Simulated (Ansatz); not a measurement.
# CH6Si: the cost of one run

Method: RKS PBE0-D4/6-31G*, in Ansatz 0.2.0.

## Step 1: The system as given

Bond lengths: Si1–C2 2.070 Å, C2–H3 1.110 Å, C2–H4 1.110 Å, C2–H5 1.110 Å, Si1–H6 1.660 Å, Si1–H7 1.459 Å, Si1–H8 1.459 Å. Angles: Si1–C2–H3 76.8°, Si1–C2–H4 131.6°, Si1–C2–H5 113.2°, H3–C2–H4 109.4°, H3–C2–H5 109.4°, H4–C2–H5 109.4°, C2–Si1–H6 46.7°, C2–Si1–H7 122.7°, C2–Si1–H8 122.7°, H6–Si1–H7 121.2°, H6–Si1–H8 121.2°, H7–Si1–H8 109.5°.

Structure file:

```xyz
8

Si    0.0000    0.0000    0.0000
C     1.1598    0.0000    1.7145
H     0.1602   -0.3092    2.0850
H     1.9274   -0.7111    2.0850
H     1.3918    1.0203    2.0850
H     1.6388    0.0000    0.2650
H    -0.6877    1.1914   -0.4862
H    -0.6877   -1.1914   -0.4862
```

## Step 2: A restrained relaxation towards end A

Springs on the bonds that form and break draw the guess towards this end; the thresholds are loose.

input.yaml

```yaml
crystal:
  periodic: [false, false, false]
  atoms:
    - { symbol: Si, position_ang: [0.0, 0.0, 0.0] }
    - { symbol: C, position_ang: [1.1598, 0.0, 1.7145] }
    - { symbol: H, position_ang: [0.1602, -0.3092, 2.085] }
    - { symbol: H, position_ang: [1.9274, -0.7111, 2.085] }
    - { symbol: H, position_ang: [1.3918, 1.0203, 2.085] }
    - { symbol: H, position_ang: [1.6388, 0.0, 0.265] }
    - { symbol: H, position_ang: [-0.6877, 1.1914, -0.4862] }
    - { symbol: H, position_ang: [-0.6877, -1.1914, -0.4862] }
basis:
  gaussian: { orbitals: "6-31G*" }
hamiltonian:
  xc: pbe0
  dispersion: d4
relax:
  f_tol: 0.15
  max_steps: 25
  restrain:
    - { distance: [1, 5], at: 2.31, k: 30.0 }
    - { distance: [0, 1], at: 1.87, k: 30.0 }
    - { distance: [0, 5], at: 1.46, k: 30.0 }
```

The run is started by

```console
ansatz run input.yaml --threads 1 --pin off --max-ram 2048MiB --backend cpu --events-out ev --progress --plain --runs-dir out
```

Q: Estimate wall time and peak memory on 1 thread of Arm Neoverse V1, shared host.

About 10 s, with a peak of 0.1 GiB.
